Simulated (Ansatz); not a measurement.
Geometry optimisation, UKS PBE0/def2-SVPD (Ansatz).

input.yaml

```yaml
crystal:
  periodic: [false, false, false]
  atoms:
    - { symbol: H, position_ang: [-0.913865, -0.17764, 0.214038] }
    - { symbol: S, position_ang: [-0.672475, 1.158804, 0.208885] }
    - { symbol: C, position_ang: [1.048014, 1.069513, -0.361508] }
    - { symbol: S, position_ang: [-1.392571, -2.794727, 0.198033] }
    - { symbol: H, position_ang: [1.413954, 2.102998, -0.412589] }
    - { symbol: H, position_ang: [1.681375, 0.51013, 0.339084] }
    - { symbol: H, position_ang: [1.11519, 0.627596, -1.363582] }
    - { symbol: H, position_ang: [-2.279624, -2.496673, 1.17774] }
magnetization:
  spin_polarized: true
  initial_magnetization: 1
basis:
  gaussian: { orbitals: def2-SVPD }
hamiltonian:
  xc: pbe0
relax:
  f_tol: 0.03
  max_steps: 50
```

Command:

```bash
$ ansatz run input.yaml --threads 4 --pin off --max-ram 5120MiB --backend cpu --events-out ev --progress --plain --runs-dir out
```

Problem. Where does it end, and by what steps?

Solution. The run converged. The force dipped under the threshold on the way, but the program's further checks kept it going. After 4 steps the energy has fallen by 0.002 eV; H8 moved furthest, 0.14 Å.

```csv
step,energy less start (eV),largest force component (eV/Å),accepted
0,0.0000,0.076,yes
1,-0.0009,0.082,yes
2,0.0440,1.652,no
3,-0.0019,0.018,yes
4,-0.0024,0.023,yes
```

```xyz
8
Properties=species:S:1:pos:R:3
H -0.900 -0.155 0.183
S -0.649 1.176 0.208
C 1.069 1.096 -0.370
S -1.432 -2.830 0.239
H 1.433 2.131 -0.412
H 1.704 0.532 0.325
H 1.136 0.664 -1.376
H -2.361 -2.614 1.203
```

Whether the end is a true minimum wasn't checked by a vibrational analysis.

Run time: 35 s on 4 threads of Arm Neoverse N1, on a shared host, peak memory 0.33 GiB.
